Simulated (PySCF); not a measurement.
Species: difluorophosphane, F2HP.
SMILES with atom numbers: `[F:1][PH:2][F:3]` (hydrogens: H4 on P2)

Computed geometry: GFN2-xTB, gas phase.

(1) List the bond lengths and angles at this level.

## Answers

(1) 
```json
{"bond": "F1–P2, P2–F3", "length (pm)": "161.6"}
{"bond": "P2–H4", "length (pm)": "141.8"}
```

Bonds in one row agree within 1 pm and their mean is given. A selection of angles:
```json
{"angle": "F1–P2–F3", "degrees": "94.8"}
{"angle": "F1–P2–H4", "degrees": "92.6"}
```

P2 (three-coordinate phosphorus) is pyramidal (angles 94.8°, 92.6° and 92.6°, sum 279.9°, 0.84 Å off the plane of its three neighbours).

Point group: Cs (every atom within 0.08 Å of its image). No GFN2-xTB frequencies stand behind this structure, so it isn't proved a minimum.


Compound: TiF3 (doublet state).
Numbering: `[F:1][Ti:2]([F:3])[F:4]`

The calculation used PySCF 2.14.0, PBE0-D3(BJ)/def2-SVP geometry optimisation, gas phase.

(1) List the bond lengths and angles at this level.

## Answers

(1) 
```json
{"bond": "F1–Ti2, Ti2–F3, Ti2–F4", "length (pm)": "175.5"}
```

Bonds in one row agree within 1 pm and their mean is given. A selection of angles:
```json
{"angle": "F1–Ti2–F3", "degrees": "119.9"}
{"angle": "F3–Ti2–F4", "degrees": "120.5"}
```

All 3 F–Ti bonds measure 1.754 to 1.755 Å. Ti2 (titanium bonded to 3 F) is planar (angles 120.5°, 119.9° and 119.5°, sum 360.0°, 0.01 Å off the plane of its three neighbours). The 4 heavy atoms lie in one plane (0.004 Å rms).

Point group: D3h (every atom within 0.08 Å of its image). No frequency check. ⟨S²⟩ = 0.753 (exact for a doublet: 0.75).
